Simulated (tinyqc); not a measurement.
ROHF in the sto-3g basis, for CH, spin multiplicity 4, step by step (part 1 of 2). Computed by tinyqc, a small Python program that keeps every step (integrals from PySCF). Settings: charge = 0, multiplicity = 4, basis = sto-3g, energy threshold = 1e-09, iteration cap = 50, orthogonalisation = symmetric, start = atomic densities, DIIS depth = 0, method = ROHF. Command: `OMP_NUM_THREADS=1 python tinyqc.py 27610 27611 out.jsonl` (the two numbers bound the seeds that draw the settings). One thread of a shared host (Intel(R) Xeon(R) Processor @ 2.60GHz), about 0.08 s of CPU time with the checks. Later iterations appear only in the table of the cycle.

## One-electron integrals

Geometry (angstrom):

| atom | x | y | z |
|---|---|---|---|
| C | 0.000000 | 0.000000 | 0.000000 |
| H | 0.000000 | 0.000000 | 2.236000 |

Basis sto-3g: exponents (1/bohr^2) and contraction coefficients of normalised primitives:

| element | l (shell) | exponent | coefficient |
|---|---|---|---|
| C | s (1) | 71.616837 | 0.154329 |
| C | s (1) | 13.045096 | 0.535328 |
| C | s (1) | 3.530512 | 0.444635 |
| C | s (2) | 2.941249 | -0.099967 |
| C | s (2) | 0.683483 | 0.399513 |
| C | s (2) | 0.222290 | 0.700115 |
| C | p (3) | 2.941249 | 0.155916 |
| C | p (3) | 0.683483 | 0.607684 |
| C | p (3) | 0.222290 | 0.391957 |
| H | s (1) | 3.425251 | 0.154329 |
| H | s (1) | 0.623914 | 0.535328 |
| H | s (1) | 0.168855 | 0.444635 |

Overlap, kinetic and nuclear-attraction integrals over the contracted functions; the nuclear repulsion is the sum of Za Zb / Rab.

nuclear repulsion = 1.41997463 hartree

overlap S, lower triangle:
```
           1C 1s     1C 2s    1C 2px    1C 2py    1C 2pz     2H 1s
1C 1s   1.000000
1C 2s   0.248362  1.000000
1C 2px  0.000000  0.000000  1.000000
1C 2py  0.000000  0.000000  0.000000  1.000000
1C 2pz  0.000000  0.000000  0.000000  0.000000  1.000000
2H 1s   0.004409  0.083894  0.000000  0.000000  0.110283  1.000000
```

kinetic energy T (hartree), lower triangle:
```
            1C 1s      1C 2s    1C 2px    1C 2py     1C 2pz     2H 1s
1C 1s   15.891122
1C 2s   -0.085890   0.472250
1C 2px   0.000000   0.000000  1.477728
1C 2py   0.000000   0.000000  0.000000  1.477728
1C 2pz   0.000000   0.000000  0.000000  0.000000   1.477728
2H 1s   -0.002136  -0.015050  0.000000  0.000000  -0.003428  0.760032
```

nuclear attraction V (hartree), lower triangle:
```
             1C 1s      1C 2s     1C 2px     1C 2py     1C 2pz      2H 1s
1C 1s   -33.889404
1C 2s    -4.251007  -5.426421
1C 2px    0.000000   0.000000  -5.378145
1C 2py    0.000000   0.000000   0.000000  -5.378145
1C 2pz   -0.004025  -0.046958   0.000000   0.000000  -5.398312
2H 1s    -0.075833  -0.287541   0.000000   0.000000  -0.339954  -2.646444
```

core Hamiltonian H = T + V (hartree), lower triangle:
```
             1C 1s      1C 2s     1C 2px     1C 2py     1C 2pz      2H 1s
1C 1s   -17.998282
1C 2s    -4.336897  -4.954171
1C 2px    0.000000   0.000000  -3.900417
1C 2py    0.000000   0.000000   0.000000  -3.900417
1C 2pz   -0.004025  -0.046958   0.000000   0.000000  -3.920583
2H 1s    -0.077969  -0.302591   0.000000   0.000000  -0.343382  -1.886412
```

## Two-electron integrals

Functions are numbered as in S; the eight-fold symmetry (ij|kl) = (ji|kl) = (kl|ij) leaves the list below.

Two-electron integrals (ij|kl) in chemists' order, unique and non-zero (hartree):
```
(11|11) 3.541948   (21|11) 0.576921   (21|21) 0.111888   (22|11) 0.854682
(22|21) 0.205284   (22|22) 0.624709   (31|31) 0.020296   (32|31) 0.030858
(32|32) 0.137996   (33|11) 0.852436   (33|21) 0.205335   (33|22) 0.624568
(33|33) 0.672833   (41|41) 0.020296   (42|41) 0.030858   (42|42) 0.137996
(43|43) 0.036269   (44|11) 0.852436   (44|21) 0.205335   (44|22) 0.624568
(44|33) 0.600295   (44|44) 0.672833   (51|51) 0.020296   (52|51) 0.030858
(52|52) 0.137996   (53|53) 0.036269   (54|54) 0.036269   (55|11) 0.852436
(55|21) 0.205335   (55|22) 0.624568   (55|33) 0.600295   (55|44) 0.600295
(55|55) 0.672833   (61|11) 0.010205   (61|21) 0.001973   (61|22) 0.003633
(61|33) 0.003622   (61|44) 0.003622   (61|51) 0.000135   (61|52) 0.000255
(61|55) 0.003657   (61|61) 0.000036   (62|11) 0.041051   (62|21) 0.010074
(62|22) 0.036146   (62|33) 0.035209   (62|44) 0.035209   (62|51) 0.000960
(62|52) 0.007847   (62|55) 0.037980   (62|61) 0.000188   (62|62) 0.003653
(63|31) 0.000762   (63|32) 0.004646   (63|53) 0.001397   (63|63) 0.000333
(64|41) 0.000762   (64|42) 0.004646   (64|54) 0.001397   (64|64) 0.000333
(65|11) 0.046074   (65|21) 0.011401   (65|22) 0.042867   (65|33) 0.041111
(65|44) 0.041111   (65|51) 0.001559   (65|52) 0.012149   (65|55) 0.046331
(65|61) 0.000217   (65|62) 0.005007   (65|65) 0.007068   (66|11) 0.236635
(66|21) 0.058769   (66|22) 0.236300   (66|33) 0.229826   (66|44) 0.229826
(66|51) 0.004017   (66|52) 0.046396   (66|55) 0.249163   (66|61) 0.001082
(66|62) 0.035750   (66|65) 0.054334   (66|66) 0.774606
```

## Orthogonalisation

S = U s U^T; symmetric (Loewdin) form X = U s^(-1/2) U^T, so that X^T S X = 1.

eigenvalues of S: 0.736570  0.895074  1.000000  1.000000  1.101839  1.266517

X, lower triangle:
```
            1C 1s      1C 2s    1C 2px    1C 2py     1C 2pz     2H 1s
1C 1s    1.024305
1C 2s   -0.129668   1.027102
1C 2px   0.000000   0.000000  1.000000
1C 2py   0.000000   0.000000  0.000000  1.000000
1C 2pz  -0.000573   0.003646  0.000000  0.000000   1.004627
2H 1s    0.005980  -0.043754  0.000000  0.000000  -0.055821  1.007377
```

## Starting guess

The start is atomic minimal-basis densities projected into this basis (PySCF's MINAO start) and scaled to the electron count of each spin; this density is not idempotent, so its energy is not variational and may lie below the converged one.

D(alpha) at the start, lower triangle:
```
            1C 1s      1C 2s    1C 2px    1C 2py    1C 2pz     2H 1s
1C 1s    1.533675
1C 2s   -0.378548   1.526365
1C 2px   0.000000   0.000000  0.470547
1C 2py   0.000000   0.000000  0.000000  0.470547
1C 2pz   0.001218  -0.004652  0.000000  0.000000  0.464983
2H 1s   -0.010535   0.046018  0.000000  0.000000  0.036447  0.706250
```

D(beta) at the start, lower triangle:
```
            1C 1s      1C 2s    1C 2px    1C 2py    1C 2pz     2H 1s
1C 1s    0.613470
1C 2s   -0.151419   0.610546
1C 2px   0.000000   0.000000  0.188219
1C 2py   0.000000   0.000000  0.000000  0.188219
1C 2pz   0.000487  -0.001861  0.000000  0.000000  0.185993
2H 1s   -0.004214   0.018407  0.000000  0.000000  0.014579  0.282500
```

## Iteration 1: building the Fock matrix

J_ij = sum D_kl (ij|kl) with D = D(alpha) + D(beta), K_ij = sum D_kl (ik|jl) for each spin; F = H + J - K(s); E = tr D H + tr D J / 2 - 0.5 sum_s tr D(s) K(s) + E_nn.

Coulomb J (hartree), lower triangle:
```
            1C 1s     1C 2s    1C 2px    1C 2py    1C 2pz     2H 1s
1C 1s   10.741648
1C 2s    2.023528  4.424519
1C 2px   0.000000  0.000000  4.412646
1C 2py   0.000000  0.000000  0.000000  4.412646
1C 2pz   0.003917  0.046425  0.000000  0.000000  4.432089
2H 1s    0.035847  0.262044  0.000000  0.000000  0.317702  2.191172
```

exchange K(alpha) (hartree), lower triangle:
```
           1C 1s     1C 2s    1C 2px    1C 2py    1C 2pz     2H 1s
1C 1s   5.194735
1C 2s   0.875997  1.170013
1C 2px  0.000000  0.000000  0.569677
1C 2py  0.000000  0.000000  0.000000  0.569677
1C 2pz  0.000357  0.004307  0.000000  0.000000  0.574841
2H 1s   0.017318  0.100352  0.000000  0.000000  0.084388  0.563335
```

exchange K(beta) (hartree), lower triangle:
```
           1C 1s     1C 2s    1C 2px    1C 2py    1C 2pz     2H 1s
1C 1s   2.077894
1C 2s   0.350399  0.468005
1C 2px  0.000000  0.000000  0.227871
1C 2py  0.000000  0.000000  0.000000  0.227871
1C 2pz  0.000143  0.001723  0.000000  0.000000  0.229937
2H 1s   0.006927  0.040141  0.000000  0.000000  0.033755  0.225334
```

F(alpha) (hartree), lower triangle:
```
             1C 1s      1C 2s     1C 2px     1C 2py     1C 2pz      2H 1s
1C 1s   -12.451370
1C 2s    -3.189366  -1.699665
1C 2px    0.000000   0.000000  -0.057447
1C 2py    0.000000   0.000000   0.000000  -0.057447
1C 2pz   -0.000464  -0.004839   0.000000   0.000000  -0.063336
2H 1s    -0.059440  -0.140899   0.000000   0.000000  -0.110069  -0.258575
```

F(beta) (hartree), lower triangle:
```
            1C 1s      1C 2s    1C 2px    1C 2py     1C 2pz     2H 1s
1C 1s   -9.334528
1C 2s   -2.663768  -0.997657
1C 2px   0.000000   0.000000  0.284359
1C 2py   0.000000   0.000000  0.000000  0.284359
1C 2pz  -0.000250  -0.002255  0.000000  0.000000   0.281569
2H 1s   -0.049049  -0.080688  0.000000  0.000000  -0.059436  0.079426
```

total energy of this density = -38.16768336 hartree

This density is the starting one; it is not idempotent, so its energy is not variational and may lie below the converged one.

## Iteration 1: Roothaan effective Fock matrix

With projectors Pc = D(beta) S, Po = (D(alpha) - D(beta)) S, Pv = 1 - D(alpha) S, the block xy is Px^T F Py; with Fc = (F(alpha) + F(beta))/2, the blocks are Fc for cc, oo, vv and cv, F(beta) for co and F(alpha) for ov.

effective F (hartree), lower triangle:
```
            1C 1s      1C 2s    1C 2px    1C 2py     1C 2pz      2H 1s
1C 1s   -8.158318
1C 2s   -2.461216  -0.721662
1C 2px   0.000000   0.000000  0.080526
1C 2py   0.000000   0.000000  0.000000  0.080526
1C 2pz   0.001246   0.006751  0.000000  0.000000   0.080593
2H 1s   -0.069595   0.006524  0.000000  0.000000  -0.072594  -0.063373
```

## Iteration 1: diagonalisation and new density

Diagonalise F' = X^T F X, C = X C', fill 5 alpha and 2 beta electrons from the bottom; D(s) = C_occ C_occ^T. Each column has its largest component positive (the first on a tie).

F' = X^T F X (hartree), lower triangle:
```
           1          2         3         4          5          6
1  -7.918926
2  -1.447789  -0.244325
3   0.000000   0.000000  0.080526
4   0.000000   0.000000  0.000000  0.080526
5  -0.000281   0.008572  0.000000  0.000000   0.089324
6  -0.014858   0.027502  0.000000  0.000000  -0.074809  -0.057663
```

orbital energies (hartree): MO1 -8.182975, MO2 -0.097098, MO3 0.027639, MO4 0.080526, MO5 0.080526, MO6 0.120843

coefficients C:
```
              MO1        MO2        MO3       MO4        MO5        MO6
1C 1s    0.984429   0.083286  -0.299874  0.000000   0.000000   0.009542
1C 2s    0.056655  -0.300600   0.989828  0.000000   0.000000  -0.018734
1C 2px   0.000000   0.000000   0.000000  0.999761  -0.021883   0.000000
1C 2py   0.000000   0.000000   0.000000  0.021883   0.999761   0.000000
1C 2pz  -0.000118   0.321033   0.125419  0.000000   0.000000   0.945311
2H 1s   -0.000760   0.890662   0.171201  0.000000   0.000000  -0.444169
```

D(alpha) after iteration 1, lower triangle:
```
            1C 1s      1C 2s    1C 2px    1C 2py    1C 2pz     2H 1s
1C 1s    1.065960
1C 2s   -0.266086   1.073329
1C 2px   0.000000   0.000000  1.000000
1C 2py   0.000000   0.000000  0.000000  1.000000
1C 2pz  -0.010989   0.027634  0.000000  0.000000  0.118792
2H 1s    0.022093  -0.098317  0.000000  0.000000  0.307403  0.822589
```

D(beta) after iteration 1, lower triangle:
```
           1C 1s      1C 2s    1C 2px    1C 2py    1C 2pz     2H 1s
1C 1s   0.976036
1C 2s   0.030737   0.093570
1C 2px  0.000000   0.000000  0.000000
1C 2py  0.000000   0.000000  0.000000  0.000000
1C 2pz  0.026621  -0.096509  0.000000  0.000000  0.103062
2H 1s   0.073432  -0.267776  0.000000  0.000000  0.285932  0.793279
```

Within a degenerate level the vectors are fixed only up to a rotation; this is one choice.

## Iteration 2: building the Fock matrix

As before.

Coulomb J (hartree), lower triangle:
```
            1C 1s     1C 2s    1C 2px    1C 2py    1C 2pz     2H 1s
1C 1s   10.261344
1C 2s    1.922668  4.172229
1C 2px   0.000000  0.000000  4.174201
1C 2py   0.000000  0.000000  0.000000  4.174201
1C 2pz   0.004046  0.065647  0.000000  0.000000  4.153174
2H 1s    0.034047  0.260127  0.000000  0.000000  0.322174  2.530115
```

exchange K(alpha) (hartree), lower triangle:
```
            1C 1s     1C 2s    1C 2px    1C 2py    1C 2pz     2H 1s
1C 1s    3.631827
1C 2s    0.643633  0.974092
1C 2px   0.000000  0.000000  0.866991
1C 2py   0.000000  0.000000  0.000000  0.866991
1C 2pz  -0.001407  0.033293  0.000000  0.000000  0.337772
2H 1s    0.013408  0.072182  0.000000  0.000000  0.136369  0.669241
```

exchange K(beta) (hartree), lower triangle:
```
           1C 1s      1C 2s    1C 2px    1C 2py    1C 2pz     2H 1s
1C 1s   3.505644
1C 2s   0.615179   0.184009
1C 2px  0.000000   0.000000  0.037043
1C 2py  0.000000   0.000000  0.000000  0.037043
1C 2pz  0.002374  -0.061674  0.000000  0.000000  0.129787
2H 1s   0.016084  -0.014469  0.000000  0.000000  0.103892  0.626725
```

F(alpha) (hartree), lower triangle:
```
             1C 1s      1C 2s     1C 2px     1C 2py     1C 2pz      2H 1s
1C 1s   -11.368765
1C 2s    -3.057862  -1.756034
1C 2px    0.000000   0.000000  -0.593207
1C 2py    0.000000   0.000000   0.000000  -0.593207
1C 2pz    0.001429  -0.014604   0.000000   0.000000  -0.105182
2H 1s    -0.057330  -0.114647   0.000000   0.000000  -0.157577  -0.025537
```

F(beta) (hartree), lower triangle:
```
             1C 1s      1C 2s    1C 2px    1C 2py     1C 2pz     2H 1s
1C 1s   -11.242582
1C 2s    -3.029408  -0.965951
1C 2px    0.000000   0.000000  0.236741
1C 2py    0.000000   0.000000  0.000000  0.236741
1C 2pz   -0.002352   0.080363  0.000000  0.000000   0.102803
2H 1s    -0.060006  -0.027995  0.000000  0.000000  -0.125101  0.016979
```

total energy of this density = -37.27295888 hartree

## Iteration 2: Roothaan effective Fock matrix

As before.

effective F (hartree), lower triangle:
```
             1C 1s      1C 2s     1C 2px     1C 2py     1C 2pz      2H 1s
1C 1s   -11.307440
1C 2s    -3.029212  -1.326537
1C 2px    0.000000   0.000000  -0.178233
1C 2py    0.000000   0.000000   0.000000  -0.178233
1C 2pz    0.004661  -0.012099   0.000000   0.000000  -0.015981
2H 1s    -0.052086  -0.104079   0.000000   0.000000  -0.160863  -0.025913
```

## Iteration 2: diagonalisation and new density

As before.

F' = X^T F X (hartree), lower triangle:
```
            1          2          3          4          5          6
1  -11.081897
2   -1.558172  -0.773993
3    0.000000   0.000000  -0.178233
4    0.000000   0.000000   0.000000  -0.178233
5    0.003366  -0.003098   0.000000   0.000000   0.001768
6    0.020832  -0.067589   0.000000   0.000000  -0.160865  -0.001129
```

orbital energies (hartree): MO1 -11.312296, MO2 -0.553576, MO3 -0.178233, MO4 -0.178233, MO5 -0.153688, MO6 0.164309

coefficients C:
```
              MO1        MO2       MO3        MO4        MO5        MO6
1C 1s    0.994319  -0.274150  0.000000   0.000000   0.040797   0.023649
1C 2s    0.021993   1.017986  0.000000   0.000000  -0.162452  -0.102524
1C 2px   0.000000   0.000000  0.881821  -0.471584   0.000000   0.000000
1C 2py   0.000000   0.000000  0.471584   0.881821   0.000000   0.000000
1C 2pz  -0.000249   0.042642  0.000000   0.000000   0.675781  -0.744248
2H 1s   -0.001428   0.093470  0.000000   0.000000   0.661616   0.757232
```

D(alpha) after iteration 2, lower triangle:
```
            1C 1s      1C 2s    1C 2px    1C 2py    1C 2pz     2H 1s
1C 1s    1.065492
1C 2s   -0.263840   1.063169
1C 2px   0.000000   0.000000  1.000000
1C 2py   0.000000   0.000000  0.000000  1.000000
1C 2pz   0.015631  -0.066378  0.000000  0.000000  0.458498
2H 1s   -0.000052  -0.012361  0.000000  0.000000  0.451094  0.446475
```

D(beta) after iteration 2, lower triangle:
```
            1C 1s     1C 2s    1C 2px    1C 2py    1C 2pz     2H 1s
1C 1s    1.063828
1C 2s   -0.257213  1.036779
1C 2px   0.000000  0.000000  0.000000
1C 2py   0.000000  0.000000  0.000000  0.000000
1C 2pz  -0.011938  0.043404  0.000000  0.000000  0.001818
2H 1s   -0.027044  0.095120  0.000000  0.000000  0.003986  0.008739
```

Within a degenerate level the vectors are fixed only up to a rotation; this is one choice.

## Iteration 3: building the Fock matrix

As before.

Coulomb J (hartree), lower triangle:
```
            1C 1s     1C 2s    1C 2px    1C 2py    1C 2pz     2H 1s
1C 1s   10.988674
1C 2s    2.086815  4.606824
1C 2px   0.000000  0.000000  4.609812
1C 2py   0.000000  0.000000  0.000000  4.609812
1C 2pz   0.002130  0.027350  0.000000  0.000000  4.584675
2H 1s    0.036937  0.261789  0.000000  0.000000  0.311230  1.919011
```

exchange K(alpha) (hartree), lower triangle:
```
           1C 1s      1C 2s    1C 2px    1C 2py    1C 2pz     2H 1s
1C 1s   3.638431
1C 2s   0.654260   1.022141
1C 2px  0.000000   0.000000  0.879080
1C 2py  0.000000   0.000000  0.000000  0.879080
1C 2pz  0.000267  -0.022705  0.000000  0.000000  0.577741
2H 1s   0.014022   0.084774  0.000000  0.000000  0.168164  0.401048
```

exchange K(beta) (hartree), lower triangle:
```
            1C 1s     1C 2s    1C 2px    1C 2py    1C 2pz     2H 1s
1C 1s    3.587105
1C 2s    0.578167  0.667788
1C 2px   0.000000  0.000000  0.149712
1C 2py   0.000000  0.000000  0.000000  0.149712
1C 2pz  -0.000286  0.035011  0.000000  0.000000  0.152671
2H 1s    0.009455  0.059879  0.000000  0.000000  0.016436  0.018116
```

F(alpha) (hartree), lower triangle:
```
             1C 1s      1C 2s     1C 2px     1C 2py     1C 2pz      2H 1s
1C 1s   -10.648039
1C 2s    -2.904342  -1.369489
1C 2px    0.000000   0.000000  -0.169685
1C 2py    0.000000   0.000000   0.000000  -0.169685
1C 2pz   -0.002161   0.003097   0.000000   0.000000   0.086351
2H 1s    -0.055055  -0.125575   0.000000   0.000000  -0.200316  -0.368449
```

F(beta) (hartree), lower triangle:
```
             1C 1s      1C 2s    1C 2px    1C 2py     1C 2pz     2H 1s
1C 1s   -10.596713
1C 2s    -2.828250  -1.015135
1C 2px    0.000000   0.000000  0.559683
1C 2py    0.000000   0.000000  0.000000  0.559683
1C 2pz   -0.001608  -0.054619  0.000000  0.000000   0.511421
2H 1s    -0.050488  -0.100681  0.000000  0.000000  -0.048588  0.014484
```

total energy of this density = -37.49547975 hartree

## Iteration 3: Roothaan effective Fock matrix

As before.

effective F (hartree), lower triangle:
```
             1C 1s      1C 2s    1C 2px    1C 2py     1C 2pz      2H 1s
1C 1s   -10.622405
1C 2s    -2.865931  -1.189535
1C 2px    0.000000   0.000000  0.194999
1C 2py    0.000000   0.000000  0.000000  0.194999
1C 2pz   -0.005106  -0.035755  0.000000  0.000000   0.287346
2H 1s    -0.055840  -0.123941  0.000000  0.000000  -0.126568  -0.170317
```

## Iteration 3: diagonalisation and new density

As before.

F' = X^T F X (hartree), lower triangle:
```
            1          2         3         4          5          6
1  -10.404240
2   -1.492913  -0.660146
3    0.000000   0.000000  0.194999
4    0.000000   0.000000  0.000000  0.194999
5   -0.003297  -0.025486  0.000000  0.000000   0.303460
6    0.016582  -0.084643  0.000000  0.000000  -0.134089  -0.148785
```

orbital energies (hartree): MO1 -10.627847, MO2 -0.465270, MO3 -0.156829, MO4 0.194999, MO5 0.194999, MO6 0.340235

coefficients C:
```
              MO1        MO2        MO3       MO4        MO5        MO6
1C 1s    0.993797  -0.264841   0.090951  0.000000   0.000000  -0.002454
1C 2s    0.023917   0.973048  -0.355107  0.000000   0.000000   0.013633
1C 2px   0.000000   0.000000   0.000000  0.997334  -0.072971   0.000000
1C 2py   0.000000   0.000000   0.000000  0.072971   0.997334   0.000000
1C 2pz   0.000636   0.069381   0.199971  0.000000   0.000000   0.983667
2H 1s   -0.000965   0.249516   0.924798  0.000000   0.000000  -0.319944
```

D(alpha) after iteration 3, lower triangle:
```
            1C 1s      1C 2s    1C 2px    1C 2py    1C 2pz     2H 1s
1C 1s    1.066045
1C 2s   -0.266232   1.073494
1C 2px   0.000000   0.000000  1.000000
1C 2py   0.000000   0.000000  0.000000  1.000000
1C 2pz   0.000445  -0.003485  0.000000  0.000000  0.044802
2H 1s    0.017070  -0.085634  0.000000  0.000000  0.202243  0.917511
```

D(beta) after iteration 3, lower triangle:
```
            1C 1s     1C 2s    1C 2px    1C 2py    1C 2pz     2H 1s
1C 1s    1.057773
1C 2s   -0.233934  0.947394
1C 2px   0.000000  0.000000  0.000000
1C 2py   0.000000  0.000000  0.000000  0.000000
1C 2pz  -0.017743  0.067526  0.000000  0.000000  0.004814
2H 1s   -0.067042  0.242768  0.000000  0.000000  0.017311  0.062259
```

Within a degenerate level the vectors are fixed only up to a rotation; this is one choice.
